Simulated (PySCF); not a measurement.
Dissociation curve of H2O, SMILES O. The O1–H3 bond (O1 also carries H; H3 carries nothing else) is stretched with both fragments frozen at the PBE0/def2-TZVP optimised geometry.

Levels: RKS-PBE0 = PySCF with restricted PBE0/cc-pVDZ; RCCSD = CCSD on RHF/cc-pVDZ, 1 core orbital frozen run with PySCF; UKS-LDA (SVWN5) = unrestricted LDA (SVWN5)/cc-pVDZ in PySCF.

Energies are in mEh, each relative to the lowest point of its own curve near equilibrium.

| R / Å | RKS-PBE0 | RCCSD | UKS-LDA (SVWN5) |
|---|---|---|---|
| 0.77 | 59.1 | 59.8 | 63.4 |
| 0.82 | 28.4 | 28.7 | 31.6 |
| 0.86 | 13.3 | 13.5 | ___ |
| 0.90 | 4.5 | 4.6 | ___ |
| 0.94 | ___ | 0.6 | 1.0 |
| 0.96 | 0.0 | 0.0 | 0.0 |
| 1.00 | 1.2 | 1.2 | 0.3 |
| 1.02 | 2.7 | 2.8 | 1.4 |
| 1.06 | 7.3 | 7.4 | 5.2 |
| 1.11 | 15.2 | 15.4 | 12.1 |
| 1.19 | 31.0 | 31.1 | 26.3 |
| 1.29 | 53.5 | 53.3 | ___ |
| 1.45 | 90.4 | 88.5 | 81.4 |
| 1.56 | 114.4 | 110.1 | 103.7 |
| 1.73 | 147.7 | 138.0 | 134.8 |
| 1.92 | 179.3 | 161.0 | 164.0 |
| 2.11 | 205.4 | 176.8 | 184.4 |
| 2.36 | ___ | 189.4 | 199.7 |
| 2.57 | ___ | 195.4 | 207.0 |
| 2.85 | 267.8 | 199.8 | 212.6 |
| 3.37 | 288.6 | 203.2 | 217.0 |

### Question
Some entries are withheld; supply them.

### Answer

- 0.86, UKS-LDA (SVWN5): 15.6
- 0.90, UKS-LDA (SVWN5): 5.9
- 0.94, RKS-PBE0: 0.5
- 1.29, UKS-LDA (SVWN5): 47.0
- 2.36, RKS-PBE0: 232.4
- 2.57, RKS-PBE0: 250.0

The restricted form behind RKS-PBE0 keeps the bonding electrons paired and can't separate into open-shell fragments. The unrestricted determinant behind UKS-LDA (SVWN5) is spin-contaminated at 2.11 to 3.37 Å (<S²> up to 1.0, against 0.00 for a pure singlet).
